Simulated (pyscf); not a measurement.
Single points on ωB97X-D3(BJ)/def2-SVP structures (PySCF, gas phase).

Problem. What is the homolytic dissociation enthalpy (298 K, ωB97M-D3(BJ)/def2-TZVP) of the Au–Si bond of H₃Si–Au, to SiH₃• + Au•?

Solution. Au–Si to SiH₃• + Au•: 3.04 eV. The 7 functionals that were run give +2.82 (M06-2X) to +3.30 eV (r²SCAN). Open-shell species with a d-block atom are single-reference here; other states, and whether the spin sits on metal or ligand, were not checked. Elements past Kr carry the def2 core potentials, without spin-orbit coupling.
